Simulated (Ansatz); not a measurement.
Complex (SMILES): Cl (HCl) with S (H2S), atoms 1 to 2 the first; geometry from NCB31 set, monomers rigid:
```xyz
5

Cl    -1.9116     0.0000     0.0035
H     -0.6273    -0.0001    -0.1041
S      1.8425     0.0000    -0.1015
H      1.8228    -0.9618     0.8347
H      1.8219     0.9619     0.8346
```

Interaction energy at CCSD(T) with Ansatz (a quantum-chemistry and plane-wave program), kcal/mol, without and with the counterpoise correction (monomers among the partner's ghost functions). Cartesian d functions, on some or all atoms, in 6-31+G*, 6-311+G**; all else is spherical. Cores are frozen. No added dispersion term, no relativity. Reference, counterpoise-corrected: Hartree-Fock in aug-cc-pV(Q+d)Z plus the correlation part extrapolated as X^-3 from aug-cc-pV(T+d)Z and aug-cc-pV(Q+d)Z, -3.42.

| basis | functions | uncorrected |
|---|---|---|
| 3-21G | 32 | -3.43 |
| def2-SV(P) | 42 | -3.69 |
| 6-31+G* | 52 | -2.52 |
| 6-311+G** | 80 | -2.48 |
| def2-TZVP | 92 | -2.92 |
| jun-cc-pV(T+d)Z | 138 | -3.15 |
| def2-TZVPPD | 153 | -3.36 |
| aug-cc-pV(T+d)Z | 179 | -3.57 |

Task: How large is the counterpoise correction in each set?

Result: 3-21G 2.42, def2-SV(P) 1.94, 6-31+G* 1.10, 6-311+G** 0.95, def2-TZVP 0.60, jun-cc-pV(T+d)Z 0.35, def2-TZVPPD 0.54, aug-cc-pV(T+d)Z 0.49 kcal/mol. The corrected value lies nearer the reference in 0 of 8 rows.
